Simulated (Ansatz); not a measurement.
Basis-set extrapolation for `NC=C(F)F` (PBE0-D4/def2-TZVP geometry, frozen core, Ansatz 0.2.0). Multiplicity 1, RHF reference.

```
                      def2-TZVPP   def2-QZVPP
                 HF  -330.910915  -330.925785
    MP2 correlation    -1.019595    -1.103977
CCSD(T) correlation    -1.075752      not run
```

Energies in hartree. Use E(X) = E(∞) + A·exp(−7.88·√X) for Hartree–Fock and E(X) = E(∞) + B·X^(−2.97) for correlation, with X = 3 and 4, and add CCSD(T) minus MP2 of the smaller set to the MP2 limit.

What is the CCSD(T) energy at the basis-set limit?

HF limit: -330.925785 + (-0.014870) × 0.13774 = -330.92783. MP2 limit: -1.103977 + (-0.084382) × 0.74074 = -1.16648. Higher-order term: -1.075752 − (-1.019595) = -0.05616. Total: -332.15047 hartree, 430.1 kJ/mol below CCSD(T)/def2-TZVPP.
